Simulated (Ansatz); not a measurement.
**Two structures, one formula**

Two relaxed structures of C$_{2}$H$_{3}$Si, doublet (PBE0-D4/def2-TZVP; forces vanish, vibrations not checked).

A:

```csv
atom,x (Å),y (Å),z (Å)
C1,-0.7334,-0.1955,-0.6915
C2,0.2407,-0.2105,0.0263
Si3,1.7145,-0.3849,1.0506
H4,-1.5938,-0.1696,-1.3203
H5,2.7921,0.5341,0.6082
H6,1.3932,-0.2308,2.4909
```

B:

```
6
angstrom
C -0.0084 0.4710 -0.4015
C 0.1917 -0.8394 -0.2370
Si 1.3857 0.1425 0.7089
H -0.2790 -1.7433 -0.6045
H -0.7100 1.0797 -0.9591
H 1.2210 0.3036 2.1977
```

Computed with Ansatz 0.2.0 (basis: def2-TZVPP); correlated methods freeze the cores; orbitals are unrestricted. B3LYP uses VWN-RPA correlation.

Problem. Which structure is lower at CCSD(T), and by how much? (Judge from chemistry; the value comes from the calculation.)

Solution. Computed: A, by 30.9 kJ/mol (electronic energy, against the other). By their contacts, A is C₂H₃Si ([CH][C][SiH2]) and B is C₂H₃Si ([CH]1[CH][SiH]1).

All methods give the same order:

```tsv
method	E(B) − E(A) (kJ/mol)
PBE-D4	10.5
r2SCAN-D4	16.4
PBE0-D4	7.1
B3LYP-D4	30.9
wB97M-V	18.9
HF	51.3
MP2	16.0
CCSD	33.7
CCSD(T)	30.9
```

No T1 diagnostic of these runs exceeds 0.030. ⟨S²⟩ of the unrestricted Hartree–Fock references: 0.76 to 0.85 (a pure state has 0.75). The unrestricted reference is spin-contaminated, which hurts MP2 most.

Labels in which every atom is bracketed show which atoms are joined, not bond orders.

For scale, one of the runs: CCSD(T)/def2-TZVPP, 146 basis functions, launched by `ansatz run in.yaml --threads 2 --pin off --events-out ev --progress --plain --max-ram 4352MiB`. Hardware: 2 CPU threads of an Arm Neoverse V1, shared host. Wall time 35 s; peak host memory 1.9 GiB.
